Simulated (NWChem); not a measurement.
Basis-set dependence for formaldehyde (CH2O)

```
C
O 1 1.1961
H 1 1.1199 2 122.51
H 1 1.1199 3 114.98 2 180.00
```
Charge 0, spin multiplicity 1.

The numbers come from NWChem runs, not from measurements. All single points use one geometry, from PBE0/def2-SVP, a minimum by its harmonic frequencies.

Hartree-Fock energies in Ha, correlation energies in mHa.

The correlated methods keep 2 core orbitals frozen. The Pople sets run with spherical d functions. No row is a measurement; the coupled-cluster row has its own basis-set and correlation limits.

```
basis      functions         RHF     MP2  SCS-MP2    CCSD  CCSD+T(CCSD)  CCSD(T)  CR-CCSD[T]  CR-CCSD(T)
---------  ---------  ----------  ------  -------  ------  ------------  -------  ----------  ----------
def2-SVP          38  -113.77868  -315.9   -311.4  -331.5        -342.3   -341.3      -340.3      -339.5
6-311G**          48  -113.89768  -337.0   -332.0  -350.1        -363.5   -362.5      -361.0      -360.2
def2-TZVP         74  -113.91630  -388.0   -384.4  -399.4        -416.5   -415.5      -413.3      -412.5
```

From 6-311G** to def2-TZVP the Hartree-Fock energy moves by -18.6 mHa and the MP2 correlation energy by -51.0 mHa, which is 13 % of its value in the larger set.
